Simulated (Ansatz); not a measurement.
# One shape, several levels: SiO (SMILES O=[Si])

We compute a comparison of 6 runs (UHF/STO-3G, HSE06/STO-3G, UB3LYP/STO-3G, UPBE0/STO-3G, wB97M-V/STO-3G, RPA@PBE/STO-3G) of SiO. 

The calculation is run with Ansatz 0.2.0.

55 further runs of the same task are left out: 15 that didn't finish, 40 set aside as unsound or not needed.

## Step 1: The molecule

The species is SiO (2 atoms), meant as a singlet with charge 0. As SMILES, `O=[Si]`. The Si2–O1 distance was set to 3.772 Å, away from the relaxed value.

## Step 2: A single-point energy at UHF/STO-3G (run 1)

in.yaml reads:

```yaml
crystal:
  periodic: [false, false, false]
  atoms:
    - {symbol: O, position_ang: [-2.562784, 0.925994, -1.295992]}
    - {symbol: Si, position_ang: [0.640700, -0.231500, 0.324000]}
basis:
  gaussian:
    orbitals: STO-3G
accuracy: high
total_charge: 0
magnetization:
  spin_polarized: true
  initial_magnetization: 0
hamiltonian:
  xc: hf
```

Run with:

```bash
ansatz run in.yaml --threads 1 --pin off --max-ram 2610MiB --events-out events.jsonl --progress --plain --runs-dir runs
```

Log:

```text
Warning: RAYON_NUM_THREADS=1 ignored (pool sized by the plan → 1); use --threads N
Functional definition: HF
  name "HF"
  exchange = exact_x
  correlation = 0
204 factors; integrals over basis functions are off by at most 5.3e-9 eV
mean field evaluation 1: about -9732.7204 eV, gradient 6.9e0 eV
mean field evaluation 2: about -9732.7213 eV, gradient 6.9e0 eV
mean field evaluation 4: about -9732.3198 eV, gradient 1.0e1 eV
mean field evaluation 8: about -9732.9026 eV, gradient 7.2e0 eV
mean field evaluation 16: about -9770.1896 eV, gradient 3.9e-4 eV
mean field evaluation 32: about -9774.2143 eV, gradient 6.9e-2 eV
mean field evaluation 64: about -9774.2151 eV, gradient 8.4e-2 eV
mean field evaluation 96: about -9776.2506 eV, gradient 6.1e-3 eV
mean field evaluation 128: about -9776.2490 eV, gradient 4.2e-2 eV
mean field evaluation 160: about -9774.2110 eV, gradient 2.6e-1 eV
mean field -9776.25732582 eV, -359.2708301385 hartree, gradient 2.5e-8 eV, S^2 2.000004; 8 other end points of the search recorded, 0 dependent functions left out
reference -9776.25732582 eV, -359.2708301385 hartree; 11, 11 occupied and 3, 3 virtual orbitals, 204 factors
Total energy: -9776.25732582 eV, -359.2708301385 hartree
```

Run time: 0.32 s. Hardware: 1 thread of Arm Neoverse V1, shared host.

## Step 3: The energy at HSE06/STO-3G (run 2)

job.yaml reads:

```yaml
basis:
  gaussian:
    orbitals: STO-3G
crystal:
  periodic: [false, false, false]
  atoms:
    - {symbol: O, position_ang: [-2.562784, 0.925994, -1.295992]}
    - {symbol: Si, position_ang: [0.640700, -0.231500, 0.324000]}
hamiltonian:
  xc: hse06
accuracy: high
```

Run with:

```bash
ansatz run job.yaml --threads 1 --pin off --max-ram 2610MiB --events-out events.jsonl --progress --plain --runs-dir runs
```

Log:

```text
Warning: RAYON_NUM_THREADS=1 ignored (pool sized by the plan → 1); use --threads N
Functional definition: HSE06
  name "HSE06"
  parameter a = 0.25
  parameter omega = 0.11/bohr
  exchange = pbe_x - a*pbe_x_sr(omega) + a*exact_x_sr(omega)
  correlation = pbe_c
204 factors; integrals over basis functions are off by at most 5.3e-9 eV
49 factors; integrals over basis functions are off by at most 8.1e-10 eV
mean field evaluation 1: about -9747.6740 eV, gradient 1.3e1 eV
mean field evaluation 2: about -9568.7028 eV, gradient 9.7e0 eV
mean field evaluation 4: about -9746.8397 eV, gradient 1.9e1 eV
mean field evaluation 8: about -9785.3614 eV, gradient 5.6e0 eV
mean field evaluation 16: about -9785.6398 eV, gradient 5.8e-7 eV
mean field evaluation 32: about -9785.6383 eV, gradient 1.6e-1 eV
mean field -9785.63979124 eV, -359.6156293832 hartree, gradient 3.6e-9 eV, S^2 0.000000; 5 other end points of the search recorded, 0 dependent functions left out
reference -9785.63979274 eV, -359.6156294382 hartree; 11, 11 occupied and 3, 3 virtual orbitals, 204 factors
Total energy: -9785.63979274 eV, -359.6156294382 hartree
```

It took 1.3 s on 1 thread of Arm Neoverse V1, shared host.

Runs 3 to 5 aren't shown in full; the table further down has their settings and results.

## Step 4: A single-point energy at RPA@PBE/STO-3G (run 6)

run.yaml reads:

```yaml
crystal:
  periodic: [false, false, false]
  atoms:
    - {symbol: O, position_ang: [-2.562784, 0.925994, -1.295992]}
    - {symbol: Si, position_ang: [0.640700, -0.231500, 0.324000]}
basis:
  gaussian:
    orbitals: STO-3G
hamiltonian:
  xc: pbe
correlation:
  method: rpa
  frozen_orbitals: {O: 1, Si: 5}
accuracy: high
```

Run with:

```bash
ansatz run run.yaml --threads 1 --pin off --max-ram 2610MiB --events-out events.jsonl --progress --plain --runs-dir runs
```

Log, shortened:

```text
Warning: RAYON_NUM_THREADS=1 ignored (pool sized by the plan → 1); use --threads N
Functional definition: PBE
  name "PBE"
[...]
204 factors; integrals over basis functions are off by at most 5.3e-9 eV
[...]
mean field -9786.30098072 eV, -359.6399276483 hartree, gradient 2.1e-8 eV, S^2 0.000000; 15 other end points of the search recorded, 0 dependent functions left out; unrestricted orbitals would lower it
[...]
unrestricted determinant -9776.25732581 eV, -359.2708301383 hartree, S^2 2.0000
6 core orbitals not correlated: weight in the atoms' cores, before any rotation towards them, 1.000 or more for the frozen orbitals, at most 0.000 for the correlated occupied ones
reference -9759.04957948 eV, -358.6384571245 hartree; 5, 5 occupied and 3, 3 virtual orbitals, 204 factors
Total energy: -9778.63438189 eV, -359.3581853379 hartree
```

Run time: 3.6 s. Hardware: 1 thread of Arm Neoverse V1, shared host.

## Step 5: The series

| run | level | frozen core orbitals | energy (Eh) | wall time |
| --- | --- | --- | --- | --- |
| 1 | UHF/STO-3G | – | -359.270830 | 0.32 s |
| 2 | HSE06/STO-3G | – | -359.615629 | 1.3 s |
| 3 | UB3LYP/STO-3G | – | -359.978723 | 6.6 s |
| 4 | UPBE0/STO-3G | – | -359.800635 | 5.1 s |
| 5 | wB97M-V/STO-3G | – | -359.852006 | 25 s |
| 6 | RPA@PBE/STO-3G | 6 | -359.358185 | 3.6 s |

## Step 6: Outcome

```
                               quantity          value
                    run 6: total energy  -359.35819 Eh
run 6: RPA correlation energy (valence)     -719.7 mEh
```

Totals of different functionals can't be ranked against each other. In run 6 the log says that unrestricted orbitals would lower the reference, so the values rest on an unstable closed-shell determinant (other closed-shell runs at this shape may share the fault). In runs 1, 2, 3, 4, 5, 6 the basis is minimal, so the values are rough. In runs 2, 5, 6 a closed-shell determinant meets a far-stretched bond, which it describes badly. Spin contamination of the reference: run 1 ⟨S²⟩ = 2.00, run 4 ⟨S²⟩ = 1.98, run 3 ⟨S²⟩ = 1.96. Where it is this large, the reference is a mixture of spin states, and values that rest on it are in doubt. All runs together took 42 s, the longest 25 s.
